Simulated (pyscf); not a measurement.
A first-order saddle from PySCF, ωB97X-D3(BJ)/def2-SVP:

```xyz
7

Se    -1.1895     0.3874     1.7416
Si     0.0062    -0.0588    -0.1355
H     -1.6882    -0.8455    -2.2642
H     -0.9304    -0.4970    -1.3119
H      0.6820     1.2175    -0.4960
H      1.0109    -1.1368     0.0879
H     -1.6608    -0.9957     1.8715
```
Charge 0, spin multiplicity 2.

Surface: doublet, charge 0. Lowest wavenumbers (cm⁻¹): 896i, 141, 169, 270, 422.

Question: What reaction is this the transition state of?

Answer: H₃Si–SeH + H atom (H•) ⇌ •H₂Si–SeH + hydrogen (H₂), a hydrogen abstraction read from left to right: H–Si broken and H–H formed. At ωB97M-D3(BJ)/def2-TZVP it lies +4.2 kcal/mol from the left side and +18.3 kcal/mol from the right (each side as separated species at their lowest minima found). •H₂Si–SeH lies 11.7 kcal/mol over its isomer H₃Si–Se• (electronic energy, ωB97M-D3(BJ)/def2-TZVP). One saddle was located; it need not be the lowest between these sides. The angle at the transferred H is 180°. Elements up to Kr have no core potential and no relativistic terms here.
